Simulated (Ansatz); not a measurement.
Relaxation of H$_{5}$N$_{2}$Si (8 atoms, charge -1, multiplicity 1), to a largest force component of 0.015 eV/Å in at most 40 steps.

The calculation used RKS PBE/def2-SVP (Ansatz 0.2.0).

```xyz
8
Properties=species:S:1:pos:R:3:forces:R:3
N -1.257 0.416 -1.274 -0.23 0.27 -1.07
Si 0.089 0.489 -0.328 -0.55 -0.01 0.27
N 0.603 -1.000 0.536 1.00 0.34 0.75
H -2.090 0.024 -0.839 -0.46 -0.09 0.35
H 1.299 0.788 -1.148 0.59 0.16 -0.34
H 0.186 1.546 0.801 0.09 0.05 0.28
H -0.142 -1.446 1.058 -0.53 -0.25 0.24
H 0.964 -1.694 -0.107 0.08 -0.47 -0.48
```

Where does it end, and by what steps?

The forces met the threshold. The force dipped under the threshold on the way, but the program's further checks kept it going. Limits of this set-up: an anion without diffuse functions, the dipole of an ion depends on the origin. After 14 steps the energy has fallen by 0.177 eV; H7 moved furthest, 0.36 Å.

| step | energy less start (eV) | largest force component (eV/Å) | accepted |
| --- | --- | --- | --- |
| 0 | 0.0000 | 1.074 | yes |
| 1 | -0.1125 | 0.586 | yes |
| 2 | -0.1321 | 1.173 | yes |
| 3 | -0.1276 | 0.541 | no |
| 4 | -0.1680 | 0.176 | yes |
| 5 | -0.1249 | 0.701 | no |
| 6 | -0.1715 | 0.029 | yes |
| 7 | -0.1737 | 0.027 | yes |
| 8 | -0.1749 | 0.104 | yes |
| 9 | -0.1758 | 0.088 | yes |
| 10 | -0.1762 | 0.026 | yes |
| 11 | -0.1764 | 0.022 | yes |
| 12 | -0.1731 | 0.255 | no |
| 13 | -0.1765 | 0.006 | yes |
| 14 | -0.1765 | 0.008 | yes |

```xyz
8
Properties=species:S:1:pos:R:3
N -1.224 0.354 -1.416
Si 0.081 0.452 -0.364
N 0.758 -1.028 0.507
H -2.094 0.128 -0.897
H 1.309 0.932 -1.143
H 0.064 1.376 0.901
H 0.093 -1.268 1.262
H 0.665 -1.821 -0.152
```

Time of the run: 53 s on 1 thread of Intel(R) Xeon(R) Processor @ 2.50GHz (Skylake/Cascade Lake), on a shared host, peak memory 0.13 GiB.
